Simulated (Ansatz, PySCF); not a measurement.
This PySCF input computes a CCSD(T)/cc-pVDZ energy:

```python
from pyscf import gto, scf, mp, cc as ccmod

mol = gto.M(
    atom='''
    N    -0.05626858    0.65864215   -0.00484970
    N     0.02549416   -0.78015421   -0.08501714
    H     0.30108197    1.08680797    0.86074606
    H    -1.03733086    0.93250674   -0.12356116
    H    -0.50516407   -1.17372953    0.68773675
    H     1.00160868   -1.05003496    0.00449883
    H     0.45522520    1.05503422   -0.80035260
    ''',
    basis='cc-pvdz',
    charge=1,
    spin=0,
    verbose=4,
)

mf = scf.RHF(mol)
mf.conv_tol = 1e-10
mf.max_cycle = 100
mf.kernel()
mp2 = mp.MP2(mf, frozen=2).run()
cc = ccmod.CCSD(mf, frozen=2)
cc.max_cycle = 100
cc.kernel()
et = cc.ccsd_t()
print(f'E(CCSD(T)) = {cc.e_tot + et:.9f}')
```

Task: Write an input for the same energy in Ansatz (a program for electronic structure) and say what it gives.

Result: 
Ansatz 0.2 input:
```yaml
crystal:
  periodic: [false, false, false]
  atoms:
    - {symbol: N, position_ang: [-0.05626858, 0.65864215, -0.00484970]}
    - {symbol: N, position_ang: [0.02549416, -0.78015421, -0.08501714]}
    - {symbol: H, position_ang: [0.30108197, 1.08680797, 0.86074606]}
    - {symbol: H, position_ang: [-1.03733086, 0.93250674, -0.12356116]}
    - {symbol: H, position_ang: [-0.50516407, -1.17372953, 0.68773675]}
    - {symbol: H, position_ang: [1.00160868, -1.05003496, 0.00449883]}
    - {symbol: H, position_ang: [0.45522520, 1.05503422, -0.80035260]}
basis:
  gaussian:
    orbitals: cc-pVDZ
total_charge: 1
magnetization: {spin_polarized: false}
correlation: {method: ccsd_t, electrons: outside_noble_gas}
```
It gives -111.92399 Eh, and PySCF -111.92399 Eh, a difference of 0.00 mEh.

It need not be the lowest isomer of its formula.
